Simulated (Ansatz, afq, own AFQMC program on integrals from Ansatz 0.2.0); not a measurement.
**SiH3⁺, singlet: AFQMC among the cluster methods**

```xyz
4

Si    0.0000    0.0000    0.0000
H     1.9238    0.0186   -0.0001
H    -0.9780    1.6568   -0.0038
H    -0.9458   -1.6754    0.0039
```

Basis cc-pVDZ. Noble-gas cores (and the filled d shells of Ga–Kr and In–Xe) are frozen. Integrals, coupled cluster, full CI and functionals: Ansatz 0.2.0; the random walks run on the same integrals in our own AFQMC program. The CISD trial takes its coefficients from CCSD amplitudes. Released means that phaseless walkers are propagated on without the constraint, phases kept. ± is one standard error of the sampling.

Determinant: RHF, the one that the program's search chose, which needn't be the lowest solution. The geometry is a point of a scan.

Full CI on the same integrals is exact in this basis and with this determinant's frozen core.

Cautions: the released energies are still falling, so no released level is given (meV from the phaseless value at times in 1/Eh: 1.8 ± 2.5 at 0.24, -0.2 ± 1.6 at 0.51, -1.8 ± 2.2 at 0.99, -5.7 ± 1.6 at 1.62, -8.8 ± 2.2 at 2.40), though the last usable value meets full CI within the noise.

The T1 diagnostic is 0.0164. The weight of the determinant in the CISD state is 0.885 and the size of the correlated space is 6 electrons in 28 orbitals.

Reference: full CI, correlation energy -3.647 eV.

```
        level  E − E(reference) (meV)  share of correlation (%)
           HF                  3647.3                      0.00
          MP2                  1067.7                     70.73
         CCSD                   146.2                     95.99
      CCSD(T)                    45.6                     98.75
        CCSDT                     8.0                     99.78
     CCSDT(Q)                     2.3                     99.94
       CCSDTQ                    -0.1                    100.00
ph-AFQMC/CISD              12.1 ± 3.0                     99.67
```

CCSDT and higher add their correlation energy to the determinant of the CCSD(T) run, since their own runs factorise the integrals more tightly (a shift of under 2 meV). A walk keeps the symmetry of its determinant, which the program's search chose and which needn't be the lowest solution, so a lower state of the same spin and another symmetry isn't excluded.
